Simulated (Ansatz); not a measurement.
Process, species as SMILES: ClB(Cl)Cl → Cl[B]Cl + Cl atom
B3LYP-D3(BJ)/def2-TZVP geometries, fixed; electronic energies without zero-point terms.
Largest species:
```
B
Cl 1 1.7452
Cl 1 1.7452 2 120.00
Cl 1 1.7452 2 120.00 3 -180.00
```
Charge 0, spin multiplicity 1.

Basis-set convergence of the bond dissociation energy at HF with Ansatz (a quantum-chemistry and plane-wave program). Cartesian d functions, on some or all atoms, in 6-31+G*, 6-311G**; all else is spherical. Open shells are unrestricted. No added dispersion term, no relativity. Functions are those of the species that has most. Reference: the value in pcseg-4, 88.10 kcal/mol, itself unsure by roughly 0.05 kcal/mol (its mean distance from aug-pcseg-3, aug-cc-pV(Q+d)Z, cc-pV(5+d)Z).

```csv
basis,functions,bond dissociation energy (kcal/mol)
pcseg-0,48,73.20
def2-SVP,68,90.95
cc-pV(D+d)Z,83,[?]
6-31+G*,88,[?]
6-311G**,99,[?]
def2-SVPD,101,88.98
aug-cc-pV(D+d)Z,119,88.08
"6-311++G(2d,2p)",132,88.74
def2-TZVP,142,88.29
jun-cc-pV(T+d)Z,183,88.10
def2-TZVPPD,190,88.11
aug-pcseg-2,196,[?]
def2-QZVPP,267,88.07
def2-QZVPPD,300,88.04
aug-cc-pV(Q+d)Z,347,88.06
aug-pcseg-3,352,88.18
cc-pV(5+d)Z,391,88.09
pcseg-4,416,88.10
```

Fill in the missing entries.


- cc-pV(D+d)Z, bond dissociation energy (kcal/mol): 88.37
- 6-31+G*, bond dissociation energy (kcal/mol): 87.23
- 6-311G**, bond dissociation energy (kcal/mol): 87.39
- aug-pcseg-2, bond dissociation energy (kcal/mol): 88.48
